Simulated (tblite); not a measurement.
C6H9 (doublet state).
Cartesian coordinates in Å at the GFN2-xTB level; atoms count from 1:
```xyz
15
C6H9 angstrom
C      2.0289   -0.5848    0.0253
C      0.7816   -0.0321   -0.4720
C      0.5770    1.4649   -0.2960
C     -0.4851    1.3554    0.4900
C     -0.4906   -0.1486    0.4824
C     -1.7024   -0.8260   -0.1291
H      2.4343   -0.2347    0.9556
H      2.5480   -1.3640   -0.4972
H      0.5567   -0.3876   -1.4790
H      1.1526    2.2871   -0.6807
H     -1.1419    2.0584    0.9701
H     -0.2430   -0.5998    1.4452
H     -1.5070   -1.8843   -0.2888
H     -2.5593   -0.7278    0.5358
H     -1.9540   -0.3682   -1.0836
```

The geometry is computed with GFN2-xTB (gas phase). This method treats the open shell by occupation alone, without spin polarisation.

Take the most abundant isotopes and a rigid rotor. The values belong to one conformer with, in the numbering `[CH2:1][C@@H:2]1[CH:3]=[CH:4][C@H:5]1[CH3:6]`, H–C1–C2–C3 40° and -142°.

**Question.** Give the principal moments of inertia and the rotational constants in GHz.

**Answer.** Ia = 91.00, Ib = 146.93, Ic = 204.34 u·Å²; 505379 MHz·u·Å²/I gives 5554, 3440 and 2473 MHz, that is A = 5.5537, B = 3.4396, C = 2.4732 GHz.

**Question.** What kind of rotor is it?

**Answer.** An asymmetric top. Ray's parameter κ = (2B − A − C)/(A − C) = -0.373; −1 is the prolate and +1 the oblate limit.

**Question.** What does the inertial defect say?

**Answer.** Not planar: Δ = Ic − Ia − Ib = -33.59 u·Å². For a rigid frame Δ = −2 Σ m c², so Σ m c² = 16.79 u·Å² lies off the ab plane: 8.31 from hydrogen and 8.48 from heavier atoms. The atom farthest from that plane is 1.45 Å away.

**Question.** Give the other two planar moments, Paa and Pbb, and the rms extents of the mass along the axes.

**Answer.** Paa = Σ m a² = (Ib + Ic − Ia)/2 = 130.14 and Pbb = Σ m b² = (Ia + Ic − Ib)/2 = 74.21 u·Å². With the mass M = 81.07 u, the rms extents √(P/M) along a, b and c are 1.27, 0.96, 0.46 Å.

**Question.** Where do the levels up to J = 3 lie, in K?

**Answer.** Above 0(0,0), as E/k:
J = 1: 1(0,1) 0.284, 1(1,1) 0.385, 1(1,0) 0.432
J = 2: 2(0,2) 0.839, 2(1,2) 0.906, 2(1,1) 1.046, 2(2,1) 1.350, 2(2,0) 1.363
J = 3: 3(0,3) 1.645, 3(1,3) 1.681, 3(1,2) 1.957, 3(2,2) 2.201, 3(2,1) 2.259, 3(3,1) 2.832, 3(3,0) 2.834

For this open shell read J as N, the rotation without spin; fine and hyperfine splittings come on top. Its GFN2-xTB frequencies are all real (lowest 104 cm⁻¹). Constants of a rigid frame at the computed geometry: no zero-point averaging, no centrifugal distortion.
